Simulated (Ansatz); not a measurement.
# C4H5N: the cost of one run

Method: RKS BLYP/def2-SVP, in Ansatz 0.2.0.

**1. The system as given**

Bond lengths: C1–C2 1.271 Å, C2–N3 1.349 Å, N3–C4 1.390 Å, N3–C5 1.370 Å, C4–C5 1.309 Å, C1–H6 1.111 Å, C1–H7 1.125 Å, C2–H8 1.076 Å, C4–H9 1.161 Å, C5–H10 1.073 Å. Angles (14 of 15 angles, heavy atoms first): C1–C2–N3 131.5°, C2–N3–C4 128.9°, C2–N3–C5 125.9°, C4–N3–C5 56.6°, N3–C4–C5 60.9°, N3–C5–C4 62.5°, C1–C2–H8 120.8°, N3–C2–H8 107.8°, C2–C1–H6 124.2°, C2–C1–H7 123.3°, N3–C4–H9 120.3°, C5–C4–H9 123.3°, N3–C5–H10 125.1°, C4–C5–H10 123.8°.

Coordinates:

```xyz
10

C    -1.2802   -0.1477   -0.5758
C    -0.2038   -0.8203   -0.5015
N     0.9725   -0.5596    0.1054
C     1.2092    0.1073    1.3022
C     1.5860    0.6632    0.1783
H    -2.1827   -0.4746   -1.1347
H    -1.4023    0.8740   -0.1205
H    -0.1158   -1.7737   -0.9920
H     0.3220    0.4997    1.9407
H     1.1782    1.5806   -0.1993
```

**2. End point A**

Contents of input.yaml:

```yaml
crystal:
  periodic: [false, false, false]
  atoms:
    - { symbol: C, position_ang: [-1.2802, -0.1477, -0.5758] }
    - { symbol: C, position_ang: [-0.2038, -0.8203, -0.5015] }
    - { symbol: "N", position_ang: [0.9725, -0.5596, 0.1054] }
    - { symbol: C, position_ang: [1.2092, 0.1073, 1.3022] }
    - { symbol: C, position_ang: [1.586, 0.6632, 0.1783] }
    - { symbol: H, position_ang: [-2.1827, -0.4746, -1.1347] }
    - { symbol: H, position_ang: [-1.4023, 0.874, -0.1205] }
    - { symbol: H, position_ang: [-0.1158, -1.7737, -0.992] }
    - { symbol: H, position_ang: [0.322, 0.4997, 1.9407] }
    - { symbol: H, position_ang: [1.1782, 1.5806, -0.1993] }
basis:
  gaussian: { orbitals: def2-SVP }
hamiltonian:
  xc: blyp
relax:
  f_tol: 0.02
  max_steps: 50
```

Run with:

```console
ansatz run input.yaml --threads 2 --pin off --max-ram 3072MiB --backend cpu --events-out ev --progress --plain --runs-dir out
```

**Question.** How long does this run take on 2 threads of Intel Xeon 6975P-C (Granite Rapids), shared host, and how much memory does it need?

About 19 s, with a peak of 0.19 GiB.
